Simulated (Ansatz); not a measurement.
Input for Ansatz (development build ahead of 0.2.0):

```yaml
crystal:
  periodic: [false, false, false]
  atoms:
    - { symbol: C, position_ang: [0.0, 0.0, 0.5567] }
    - { symbol: "N", position_ang: [0.0, 0.0, -0.5567] }
basis:
  gaussian: { orbitals: STO-3G }
magnetization:
  initial_magnetization: 1
hamiltonian:
  xc: hf
correlation:
  method: ccsd_t
  frozen_orbitals: { C: 1, "N": 1 }
```

The input is written out in the form of the current development build from the run's settings. Correlation on restricted open-shell orbitals is semicanonical, with singles.

Output:

```json
{
 "Converged": "yes",
 "Reference energy": "-90.98924 hartree",
 "CCSD correlation energy": "-0.15415 hartree",
 "Triples correction": "-0.00174 hartree",
 "Total energy": "-91.14513 hartree",
 "Spin squared of the determinant": "0.750"
}
```
